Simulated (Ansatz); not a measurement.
Reaction (SMILES): N#[C] -> [C]#N as singlet, charge +1 + e-

Property: adiabatic ionisation energy (0 K, with zero-point energies), in eV. Terms: open shells spin-unrestricted; 6-31G* and kin with 6d, 5d where marked; 6-311+G** with 5d; LANL2DZ all-electron up to Ne; non-relativistic; no spin-orbit coupling; frozen cores in correlated levels. Ab initio and DFT rows: single points at B3LYP-D3(BJ) geometries (Ansatz, an electronic-structure program), with unscaled harmonic terms from B3LYP/6-31G* at its own minima. A UHF reference is markedly spin-contaminated in at least one set, which strains HF and MP2. The Hartree-Fock reference of [C]#N as singlet, charge +1 is unstable towards a lower, spin-broken solution.

Measured values: CCCBDB table in ASE; they hold spin-orbit and core effects. 

Value to compare with, the measured value: 13.60 eV.

```csv
level,program,"adiabatic ionisation energy (0 K, with zero-point energies) (eV)",error
MP2/STO-3G,Ansatz,10.32,-3.28
MP2/3-21G,Ansatz,13.49,-0.11
MP2/LANL2DZ,Ansatz,12.23,-1.37
MP2/6-31G*,Ansatz,15.55,1.95
MP2/6-311+G**,Ansatz,15.73,2.13
```

Among the 5 habitual levels, MP2/STO-3G lies farthest from the measured value (-3.28 eV) and MP2/3-21G nearest (-0.11); 2 of 5 lie above it, and their mean absolute error is 1.77 eV, the median 1.95. One case shows no general order.

The sets are all those run for this method; runs whose electronic state is in doubt are left out.
